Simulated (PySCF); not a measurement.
**NO−: bond curves at several levels of theory**

The task here is to estimate one member of a computed series from the others.

The runs use PySCF 2.14.0; N def2-TZVPPD, O def2-TZVPPD, no relativity.

3 further runs of the same task are left out: 3 set aside as unsound or not needed.

Set-up of the first run:

Settings of the job:

```json
{"atoms": "N, O", "charge": "-1", "basis": "N def2-TZVPPD, O def2-TZVPPD", "Hamiltonian": "no relativity", "basis functions": "77", "electrons treated": "16", "masses in u": "14.0031, 15.9949", "levels": "PBE0, PBE, r²SCAN, TPSS, BHandHLYP, BLYP, r²SCANh, revPBE, CAM-B3LYP, MP2, SCS-MP2, CCSD, CCSD(T)", "grid": "80 radial by 434 angular points", "occupations": "held fixed by the projection of orbital angular momentum", "dissociation limit": "N + O−, each in its ground configuration", "starting distance in angstrom": "1.355", "values of 2S to try": "0, 2, 4"}
```

Run with:

```console
$ OMP_NUM_THREADS=1 python dia.py task.json out
```

Among the steps run: Input; The PBE0 curve of the state that the search chose; Other states along the same grid; PBE; r²SCAN (meta-GGA); TPSS (meta-GGA); BHandHLYP (global hybrid GGA); BLYP; r²SCANh; revPBE (GGA); CAM-B3LYP (range-separated hybrid); Adding correlation.

One table of the session follows, with a row left open; its other results are not shown here.

Energy (eV) from each level's lowest point:

| R (Å) | ROHF-MP2 | ROHF-SCS-MP2 | ROHF-CCSD | ROHF-CCSD(T) | PBE |
| --- | --- | --- | --- | --- | --- |
| 1.085 | 1.480 | 1.476 | n/a | n/a | 1.512 |
| 1.136 | 0.676 | 0.675 | 0.679 | 0.741 | 0.731 |
| 1.186 | ? | ? | ? | ? | ? |
| 1.224 | 0.052 | 0.053 | 0.061 | 0.080 | 0.081 |
| 1.262 | 0.000 | 0.000 | 0.000 | 0.000 | 0.000 |
| 1.300 | 0.042 | 0.039 | 0.024 | 0.004 | 0.001 |
| 1.350 | 0.210 | 0.199 | 0.153 | 0.108 | 0.099 |
| 1.413 | 0.552 | 0.524 | 0.424 | 0.349 | 0.332 |
| 1.489 | 1.081 | 1.025 | 0.845 | 0.736 | 0.711 |
| 1.590 | 1.872 | 1.767 | n/a | n/a | 1.302 |

Estimate the missing values for R (Å) = 1.186.

Worked estimate for «ROHF-MP2». A straight line through the neighbours (1.136, 0.676) and (1.224, 0.052) gives 0.676 + (0.052 − 0.676) × (1.186 − 1.136) / (1.224 − 1.136) = 0.321; a parabola fitted to 4 rows on both sides gives 0.211.

The run gave: ROHF-MP2: 0.220; ROHF-SCS-MP2: 0.220; ROHF-CCSD: 0.231; ROHF-CCSD(T): 0.269; PBE: 0.268. In «ROHF-MP2» the line misses by +0.101 and the parabola by -0.009.
